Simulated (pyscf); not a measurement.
# Four-centre exchange: H₂B–F + silane (SiH₄) → H₂B–SiH₃ + hydrogen fluoride (HF)

Gas phase, singlet surface, charge 0. Bonds broken: B1–F2, Si5–H6. Bonds formed: B1–Si5, F2–H6. Structures and frequencies: ωB97X-D3(BJ)/def2-SVP in PySCF. MP2 and CC: frozen core, UHF for open shells. ΔMP2 is the change of the MP2 total energy from the triple- to the quadruple-zeta basis.

Transition state (Å):

```xyz
9

B      0.7624    -0.7173    -0.0143
F      2.0322     0.3321    -0.1824
H      1.1869    -1.7679     0.3937
H      0.0729    -0.6431    -0.9988
Si    -0.3676     0.1342     1.5781
H      1.2531     0.5156     0.5891
H      0.2526     0.1526     2.9349
H     -1.3830    -0.9553     1.5107
H     -1.0308     1.4478     1.3317
```

One imaginary mode, 1114i cm⁻¹; descent along it reached the two sides named, in the forms told below.

```
bond    change  reactant side (Å)  saddle  product side
------  ------  -----------------  ------  ------------
B1–F2   breaks              1.324   1.656         2.045
Si5–H6  breaks              1.493   1.937           2.9
B1–Si5   forms                3.5   2.130         2.020
F2–H6    forms                2.9   1.112         0.930
```

Electronic energies relative to the separated reactants (kcal/mol):

| level | barrier | reaction energy | reverse barrier |
|---|---|---|---|
| ωB97X-D3(BJ)/def2-TZVP | 49.4 | +40.3 | 9.1 |
| PBE/def2-TZVP | 40.7 | +40.3 | 0.4 |
| r²SCAN/def2-TZVP | 45.0 | +42.2 | 2.9 |
| B3LYP-D3(BJ)/def2-TZVP | 51.5 | +42.8 | 8.7 |
| PBE0-D3(BJ)/def2-TZVP | 44.5 | +39.6 | 4.9 |
| M06-2X/def2-TZVP | 52.3 | +43.1 | 9.2 |
| ωB97M-D3(BJ)/def2-TZVP | 51.2 | +42.8 | 8.4 |
| HF/def2-TZVP | 77.4 | +45.8 | 31.6 |
| MP2/def2-QZVPP | 51.4 | +40.6 | 10.8 |
| CCSD/def2-TZVPP | 56.3 | +40.5 | 15.8 |
| CCSD(T)/def2-TZVPP | 52.6 | +40.4 | 12.3 |
| CCSD(T)/def2-TZVPP + ΔMP2(QZVPP) | 52.3 | +39.7 | 12.6 |

With CCSD(T)/def2-TZVPP + ΔMP2(QZVPP) energies and thermal terms (ideal gas, 1 atm, RRHO with modes under 100 cm⁻¹ raised to 100, one conformer, R ln 2 for rigid chiral ones), in kcal/mol:

```tsv
T (K)	ΔH‡	ΔG‡	ΔH	ΔG
298	51.9	61.2	+39.7	+38.4
600	52.6	70.5	+40.9	+36.6
900	53.4	79.3	+41.6	+34.3
1200	54.1	87.8	+42.0	+31.8
```

On the product side the descent ends in a complex, 4.1 kcal/mol under the separated species and 13.2 kcal/mol under the saddle at ωB97X-D3(BJ)/def2-TZVP. The same reactants have a lower exit, to BH₃ + F–SiH₃ (barrier +15.9 kcal/mol at ωB97M-D3(BJ), against +51.2 kcal/mol here). One saddle was located; it need not be the lowest between these sides. The CCSD(T) − MP2 part came from Ansatz, without density fitting, on the same reference.
